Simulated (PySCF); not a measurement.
Bonds broken one at a time in the series Ga Cl-SiH3. Isolated molecules, 0 K electronic values unless said otherwise. Strings in code marks are SMILES.

Computed with PBE-D3(BJ)/def2-TZVP // B3LYP-D3(BJ)/def2-TZVP in PySCF 2.14.0. 

| species | highest occupied spin orbital (eV) | dipole moment (D) |
|---|---|---|
| radical fragment (`[Ga]([Cl])[Cl]`) | -6.06 | 1.64 |
| whole molecule (`[SiH3][Ga]([Cl])[Cl]`) | – | 2.72 |
| radical fragment (`[SiH3]`) | -5.33 | ? |
| radical fragment (`[SiH3][Ga][Cl]`) | -4.99 | 2.24 |

Problem. Complete the blanks.

Solution. 
- radical fragment (`[SiH3]`), dipole moment (D): 0.03
